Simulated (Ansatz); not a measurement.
Job for Ansatz (an electronic-structure program): U-r2SCAN/def2-TZVPP on NH2 (SMILES [NH2]), 2S+1 = 2, atoms moved off the minimum.

Ansatz 0.2 input:
```yaml
crystal:
  periodic: [false, false, false]
  atoms:
    - {symbol: N, position_ang: [0.08506458, 0.12543012, -0.20562768]}
    - {symbol: H, position_ang: [-0.71445286, -0.46700106, -0.01198932]}
    - {symbol: H, position_ang: [0.76066325, -0.24464838, -0.00502562]}
basis:
  gaussian:
    orbitals: def2-TZVPP
hamiltonian:
  xc: {name: r2SCAN}
magnetization: {spin_polarized: true, initial_magnetization: 1}
output: {forces: true}
```

Output:

```
WARN ansatz: RAYON_NUM_THREADS=1 ignored (pool sized by the plan → 1); use --threads N
Functional definition: r2SCAN
integrals: 0.01 GiB planned
273 factors; their error is unknown
mean field: 0.12 GiB planned
mean field evaluation 1: about -1514.5924 eV, gradient 3.2e1 eV
mean field evaluation 2: about -1512.8333 eV, gradient 3.7e1 eV
mean field evaluation 4: about -1518.5224 eV, gradient 3.3e-1 eV
mean field evaluation 8: about -1518.5208 eV, gradient 3.8e-3 eV
mean field -1518.52079994 eV, -55.8046101075 hartree, gradient 4.7e-5 eV, S^2 0.754389; 0 other end points of the search recorded, 0 dependent functions left out
the calculation of the forces begins
reference -1518.52080612 eV, -55.8046103344 hartree; 5, 4 occupied and 54, 55 virtual orbitals, 273 factors
Total energy: -1518.52080612 eV, -55.8046103344 hartree
Atom 0 at     0.085065     0.125430    -0.205628 Å, force   -17.297735    10.010252    -5.359898 eV/Å
Atom 1 at    -0.714453    -0.467001    -0.011989 Å, force    -0.016838    -0.247531     0.102407 eV/Å
Atom 2 at     0.760663    -0.244648    -0.005026 Å, force    17.314573    -9.762720     5.257491 eV/Å
Dipole moment:     0.013634    -0.354340     0.149152 e Å
```

Self-consistency was reached.

Cost: very roughly 1.4 core-seconds.
